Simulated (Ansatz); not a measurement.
A made-up structure of AlSiNH₇ (charge +1), singlet:

N1  (-0.936, 0.770, -0.525)
Si2  (-0.045, -0.833, -0.321)
Al3  (1.411, -0.172, 1.126)
H4  (-1.514, 0.461, -1.113)
H5  (-0.370, 1.606, -0.964)
H6  (-1.473, 1.161, 0.353)
H7  (0.491, -1.189, -1.749)
H8  (-1.131, -1.844, 0.184)
H9  (0.823, -0.364, 2.647)
H10  (2.744, 0.405, 0.362)
(Å)

It is relaxed with PBE-D4/def2-SVP and then PBE0-D4/def2-TZVP (Ansatz 0.2.0). Atoms count as bonded within 1.22 times the sum of their covalent radii (H–H: 0.88 Å). The end point is not checked to be a true minimum.

(1) Does its bonding change? (A judgement: the text doesn't fix the answer.)

Results:

(1) The calculation gives: No: no bond forms or breaks.

Where it ends: The first stage lowers the energy by 2.18 eV in 16 steps. It ends as AlSiNH₇ ([NH3][SiH2][AlH2]), total charge +1:
```
10
angstrom
N -1.2935 0.6407 -0.4955
Si 0.1052 -0.6804 -0.5146
Al 1.7639 -0.1781 1.2908
H -1.9823 0.4538 -1.2256
H -0.9386 1.5838 -0.6548
H -1.7970 0.6602 0.3916
H 0.5203 -0.5278 -1.9309
H -0.7450 -1.8900 -0.3906
H 1.3960 1.1095 2.1226
H 2.9709 -1.1718 1.4070
```

Labels in which every atom is bracketed show which atoms are joined, not bond orders.

For scale, one of the runs: PBE0-D4/def2-TZVP relaxation, 147 basis functions, launched by `ansatz run in.yaml --threads 2 --pin off --events-out ev --progress --plain --max-ram 4352MiB`. The run took about 53 s on 2 CPU threads of an Arm Neoverse V2 (shared host).
